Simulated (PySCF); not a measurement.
# Working with the constants of AlP

ROHF-CCSD(T) constants of AlP, ³Π (triplet), unpaired electrons σ ↑, π ↑ (basis Al x2c-TZVPPall, P x2c-TZVPPall; spin-free X2C with a Gaussian nucleus; PySCF 2.14; masses 26.9815 and 30.9738 u):

| Quantity | Value |
| --- | --- |
| ωe | 467.6 cm⁻¹ |
| ωexe | 2.93 cm⁻¹ |
| Be | 0.23588 cm⁻¹ |
| αe | 0.00181 cm⁻¹ |
| De to Al + P | 1.98 eV |

What force constant and bond length do these constants imply?

Reduced mass μred = 14.420 u; k = 5.8918×10⁻⁷·μred·ωe² (u, cm⁻¹, mdyn/Å) = 1.86 mdyn/Å; Re = √(16.8576/(μred·Be)) (u, cm⁻¹, Å) = 2.226 Å.

Estimate the centrifugal constant D from the Kratzer relation and find the Dunham coefficient a1.

D = 4Be³/ωe² = 2.4e-07 cm⁻¹; a1 = −1 − αeωe/(6Be²) = -3.54.

Correlated steps freeze 10 core orbitals. The state is the lowest determinant that a PBE0 search found; another state may lie lower at other levels.
